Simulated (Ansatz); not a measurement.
# NH2O (doublet): the correlation ladder at a displaced geometry (v2), cc-pVDZ

Aim: climb from Hartree-Fock through coupled cluster and multireference methods for NH2O (doublet) at one geometry and basis, and see what each rung misses.

Program: Ansatz 0.2.0, Gaussian basis. Level of theory: cc-pVDZ, correlated electrons: outside noble gas. These are calculated values, not measurements.

Plan: UHF; CCSD(T) on ROHF; CCSD(T) on UHF; BCCD(T) on ROHF; CISD; CCSDT(Q) on ROHF; CCSDT(Q) on UHF; CASSCF and MRCISD+Q, 13 electrons in 10 orbitals; CASSCF and NEVPT2, 13 electrons in 10 orbitals.

## (1) What is computed

The geometry is a PBE0/def2-TZVP stationary point (not a proven minimum) with its atoms shifted at random (size 0.100 Å).

4 atoms, charge 0, spin multiplicity 2.

Atoms are counted from 1 here; the program's logs count them from 0.

Bond lengths: N1–O2 1.261 Å, N1–H3 0.999 Å, N1–H4 1.093 Å. Angles: O2–N1–H3 119.5°, O2–N1–H4 119.2°, H3–N1–H4 119.7°.

Geometry (Å):

```xyz
4
H2NO
N     0.0853   -0.0009    0.5918
O    -0.0796    0.0074   -0.6585
H    -0.0029    0.8512    1.1052
H     0.0802   -0.9565    1.1234
```

In the tables R marks a restricted open-shell determinant and U an unrestricted one; 'valence' is the active space of 13 electrons in 10 orbitals; correlation energies count from the lowest restricted Hartree-Fock solution.

## (2) UHF

The input, in.yaml:

```yaml
crystal:
  periodic: [false, false, false]
  atoms:
    - {symbol: N, position_ang: [0.085317, -0.000930, 0.591837]}
    - {symbol: O, position_ang: [-0.079557, 0.007444, -0.658519]}
    - {symbol: H, position_ang: [-0.002936, 0.851240, 1.105156]}
    - {symbol: H, position_ang: [0.080172, -0.956470, 1.123370]}
basis:
  gaussian: {orbitals: cc-pVDZ}
magnetization: {spin_polarized: true, initial_magnetization: 1}
hamiltonian: {xc: hf}
output: {orbitals: {seedname: orbitals}}
```

Launch:

```bash
ansatz run in.yaml --threads 1 --pin off --events-out ev --progress --plain --max-ram 2393MiB
```

Further steps of the session: CCSD(T) on ROHF; CCSD(T) on UHF; BCCD(T) on ROHF; CISD; CCSDT(Q) on ROHF; CCSDT(Q) on UHF; CASSCF and MRCISD+Q, 13 electrons in 10 orbitals; CASSCF and NEVPT2, 13 electrons in 10 orbitals.

Before running them: what should the planned runs give, taken together? Wanted: correlation energy, UCCSDT(Q); RMP2 from UCCSDT(Q); UMP2 from UCCSDT(Q); RCCSD from UCCSDT(Q); RCCSD(T) from UCCSDT(Q); UCCSD(T) from UCCSDT(Q); RCCSDT(Q) from UCCSDT(Q); NEVPT2 valence from UCCSDT(Q); MRCISD+Q valence from UCCSDT(Q).

As calculated:

| quantity | value |
| --- | --- |
| correlation energy, UCCSDT(Q) | -10.1014 eV |
| RMP2 from UCCSDT(Q) | +779.3 meV |
| UMP2 from UCCSDT(Q) | +830.0 meV |
| RCCSD from UCCSDT(Q) | +276.1 meV |
| RCCSD(T) from UCCSDT(Q) | +40.9 meV |
| UCCSD(T) from UCCSDT(Q) | +40.2 meV |
| RCCSDT(Q) from UCCSDT(Q) | +0.5 meV |
| NEVPT2 valence from UCCSDT(Q) | +1107.2 meV |
| MRCISD+Q valence from UCCSDT(Q) | +44.9 meV |
| levels of the table within 1 kcal/mol (43 meV) | RCCSD(T), UCCSD(T), BCCD(T), RCCSDT, UCCSDT, RCCSDT(Q) |
| T1 diagnostic | 0.027 |
| effectively unpaired electrons | 1.02 |

In words: RCCSD(T) lands +40.9 meV from the yardstick (0.4 % of the correlation energy). One determinant dominates. Of the multireference levels listed MRCISD+Q valence comes nearest in total energy (+44.9 meV), which doesn't show that its space is the better one. These misses are within one basis, not against nature; the frozen cores of restricted and unrestricted runs differ, which can shift their rows.
